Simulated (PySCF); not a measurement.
Compound: C3H3ClN2.
SMILES: `Clc1cn[nH]c1`

Computed with PBE0-D3(BJ)/def2-SVP geometry optimisation, gas phase (PySCF).

Take the most abundant isotopes and a rigid rotor. 

(1) What are A, B and C (GHz)?

(2) Classify the top.

(3) What does the inertial defect say?

(4) Give the coordinates in the principal-axis frame, origin at the centre of mass.

(5) Which types of transition are allowed, and where do some lines up to J = 4 fall?

(6) Estimate the classical rotational partition function at 10 K, 200 K and 500 K.

## Answers

(1) Ia = 52.79, Ib = 248.34, Ic = 301.13 u·Å²; 505379 MHz·u·Å²/I gives 9574, 2035 and 1678 MHz, that is A = 9.5738, B = 2.0350, C = 1.6783 GHz.

(2) A near-prolate asymmetric top: κ = (2 × 2035 − 9574 − 1678)/(9574 − 1678) = -0.91.

(3) Planar: Δ = Ic − Ia − Ib = 0.00 u·Å². For a rigid frame Δ = −2 Σ m c², so it vanishes when all atoms lie in the ab plane; here none is more than 0.01 Å from it.

(4) The sense of each axis is arbitrary; atoms in the order of the calculation.
```tsv
atom	mass (u)	a (Å)	b (Å)	c (Å)
Cl1	34.969	1.945	-0.004	0.000
C2	12.000	0.233	0.009	0.000
C3	12.000	-0.637	-1.104	0.000
N4	14.003	-1.901	-0.709	0.000
N5	14.003	-1.851	0.617	0.000
C6	12.000	-0.594	1.117	0.000
H7	1.008	-0.378	-2.162	-0.001
H8	1.008	-2.714	1.145	-0.001
H9	1.008	-0.373	2.181	0.000
```

(5) The dipole components are |μa| = 1.15 D, |μb| = 2.27 D, |μc| = 0.00 D; the mirror of this Cs structure is the ab plane, so μc vanishes by symmetry and there are no c-type lines. Intensities carry the squares of the components, which stand as 0.26 : 1.00 (a : b). Some lines, for components of 0.1 D or more:

```tsv
type	branch	J(Ka,Kc)	MHz	lower level (cm⁻¹)
a	Q	1(1,0) ← 1(1,1)	357	0.375
a	Q	2(1,1) ← 2(1,2)	1070	0.611
a	Q	3(1,2) ← 3(1,3)	2140	0.965
a	Q	4(1,3) ← 4(1,4)	3565	1.435
a	R	1(0,1) ← 0(0,0)	3713	0.000
a	R	2(1,2) ← 1(1,1)	7070	0.375
a	R	2(1,1) ← 1(1,0)	7783	0.387
b	Q	2(1,1) ← 2(0,2)	8265	0.371
b	Q	3(1,2) ← 3(0,3)	8841	0.741
a	R	3(1,3) ← 2(1,2)	10597	0.611
a	R	3(2,2) ← 2(2,1)	11140	1.401
a	R	3(1,2) ← 2(1,1)	11667	0.647
a	R	4(1,4) ← 3(1,3)	14116	0.965
b	R	2(1,2) ← 1(0,1)	14609	0.124
a	R	4(0,4) ← 3(0,3)	14730	0.741
a	R	4(2,2) ← 3(2,1)	14966	1.775
b	Q	4(2,2) ← 4(1,3)	21576	1.554
b	Q	3(2,1) ← 3(1,2)	22151	1.036
b	R	2(2,1) ← 1(1,0)	30400	0.387
b	R	2(2,0) ← 1(1,1)	30769	0.375
b	R	3(2,2) ← 2(1,1)	33756	0.647
b	R	3(3,1) ← 2(2,0)	49721	1.402
b	R	4(3,2) ← 3(2,1)	53409	1.775
b	Q	4(4,0) ← 4(3,1)	53997	3.556
b	R	4(4,1) ← 3(3,0)	68875	3.060
```

(6) Point group Cs, symmetry number σ = 1; q = (√π/σ)·√((kT/h)³/(ABC)), k/h = 20836.6 MHz/K: 932 at 10 K, 83400 at 200 K, 330000 at 500 K.

Not checked by PBE0-D3(BJ)/def2-SVP frequencies. Constants of a rigid frame at the computed geometry: no zero-point averaging, no centrifugal distortion. Quadrupole hyperfine structure (14N, 35Cl) is left out.

The run took 21 s on an Arm Neoverse V2 with one thread, no GPU, shared host with 96 logical CPUs at a one-minute load of 44, and the process peaked at 0.43 GiB of memory. This is the geometry optimisation.
